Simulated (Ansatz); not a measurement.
A nudged elastic band was laid between two geometries of C2H6Mg + H2 (11 atoms, charge 0, multiplicity 1).

These are results of RKS PBE-D4/def2-SVP in Ansatz 0.2.0, not measurements.

| Property | Result |
| --- | --- |
| movable images | 5 |
| climbing image | yes |
| spring | 5.0 eV/Å² |
| optimiser | quadratic models (default) |
| start path | through a guess of the saddle point |
| force threshold | 0.05 eV/Å |
| iteration limit | 60 |
| end points | relaxed |

Initial state:

```xyz
11
Properties=species:S:1:pos:R:3
Mg 0.130 -0.331 0.246
C 1.522 0.914 1.226
C -1.225 -1.681 -0.645
H -0.413 1.957 -1.138
H -0.926 1.506 -1.495
H 2.391 0.347 1.626
H 1.938 1.696 0.553
H 1.070 1.449 2.090
H -1.948 -2.096 0.092
H -1.829 -1.209 -1.451
H -0.709 -2.552 -1.105
```

Final state:

```xyz
11
Properties=species:S:1:pos:R:3
Mg -0.926 0.359 -1.188
C 1.271 1.059 0.883
C -1.113 -1.604 -0.447
H 0.912 1.834 0.175
H -0.900 1.919 -1.910
H 1.777 0.241 0.334
H 1.993 1.531 1.575
H 0.429 0.644 1.469
H -1.479 -1.620 0.603
H -1.824 -2.218 -1.042
H -0.141 -2.144 -0.453
```

**Question.** Which bonds break or form, and what moves?

**Answer.** Bonds broken: Mg1–C2, H4–H5. Bonds formed: Mg1–H5, C2–H4. C2H6Mg + H2 becomes CH4 + CH4Mg.

**Question.** Give the energies along the band, and the barrier.

**Answer.** The run converged. The highest image is number 3 of 0 to 6, 0.92 eV above the first end and 1.41 eV above the last; the last end lies 0.50 eV below the first. Neighbouring images differ by up to 1.2 eV, so the band resolves the path poorly. A vibrational analysis at the climbing image gives one clearly imaginary mode, 1181i cm⁻¹: a first-order saddle point. The orbitals stay closed-shell, which can raise the energy where a bond breaks towards radicals; this wasn't checked here.

```csv
image,path coordinate (Å),energy (eV),Mg1–C2 (Å),H4–H5 (Å),Mg1–H5 (Å)
0,0.00,0.00,2.11,0.77,2.74
1,1.08,0.00,2.11,0.77,2.78
2,2.15,0.13,2.11,0.78,2.57
3,3.23,0.92,2.27,1.05,1.92
4,4.26,-0.32,2.92,1.98,1.73
5,5.30,-0.48,3.22,2.54,1.72
6,6.34,-0.50,3.10,2.76,1.72
```

**Question.** What is the geometry of the highest image?

**Answer.** 
```xyz
11
Properties=species:S:1:pos:R:3
Mg -0.336 0.055 -0.335
C 1.295 1.118 0.824
C -1.299 -1.786 -0.603
H 0.356 1.691 -0.253
H -0.382 1.861 -0.977
H 2.155 0.450 0.585
H 1.713 2.147 0.853
H 0.967 0.897 1.866
H -2.094 -1.944 0.158
H -1.783 -1.851 -1.600
H -0.592 -2.639 -0.518
```

Run time: 72 s on 2 threads of Arm Neoverse V2, on a shared host, peak memory 0.12 GiB.
